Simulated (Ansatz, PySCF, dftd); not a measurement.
Species: C$_{4}$H$_{5}$, charge 0, doublet. C4H5 (SMILES [C]1=CCC1, doublet).
B3LYP-D3(BJ)/def2-TZVP minimum from Ansatz (a first-principles code):
```
C
H 1 1.0917
H 1 1.0917 2 110.51
C 1 1.5310 2 114.80 3 -131.78
C 4 1.3243 1 90.43 2 -115.15
H 4 1.0784 5 136.65 1 180.00
C 5 1.5102 4 98.96 6 180.00
H 7 1.0894 5 115.96 4 114.41
H 7 1.0894 8 109.91 5 -133.96
```
Charge 0, spin multiplicity 2.

Quantity: enthalpy of formation at 298 K (by atomisation, with ideal-gas terms from PySCF's Hessian at B3LYP-D3(BJ)/def2-TZVP and the atoms' measured values of the G2/97 table; no spin-orbit terms), in kJ/mol. Radicals and triplets start from unrestricted determinants; spin-orbit coupling is neglected. Cores are frozen in correlated methods. No relativity. Double hybrids freeze cores in their MP2 part. For partners of very few electrons the exact lower level stands in for a higher one. The UHF reference of C4H5 ([C]1=CCC1, doublet) is spin-contaminated (<S^2> up to 0.19 over the pure value in the sets run).

```json
[
 {"level": "PBE-D4/def2-TZVPD", "program": "Ansatz + dftd4", "enthalpy of formation at 298 K (kJ/mol)": "283.9"},
 {"level": "CAM-B3LYP-D3(BJ)/def2-TZVPD", "program": "Ansatz + dftd3", "enthalpy of formation at 298 K (kJ/mol)": "402.8"},
 {"level": "wB97X-V/def2-TZVPD", "program": "Ansatz", "enthalpy of formation at 298 K (kJ/mol)": "412.5"},
 {"level": "wB97M-V/def2-TZVPD", "program": "Ansatz", "enthalpy of formation at 298 K (kJ/mol)": "408.8"},
 {"level": "B2GP-PLYP-D3(BJ)/def2-TZVPD", "program": "Ansatz + dftd3", "enthalpy of formation at 298 K (kJ/mol)": "456.2"},
 {"level": "B2GP-PLYP/def2-TZVPD", "program": "Ansatz", "enthalpy of formation at 298 K (kJ/mol)": "464.7"},
 {"level": "CCSD(T)/cc-pVTZ", "program": "Ansatz", "enthalpy of formation at 298 K (kJ/mol)": "512.4"},
 {"level": "CCSDT(Q)/cc-pVDZ", "program": "Ansatz", "enthalpy of formation at 298 K (kJ/mol)": "687.1"}
]
```
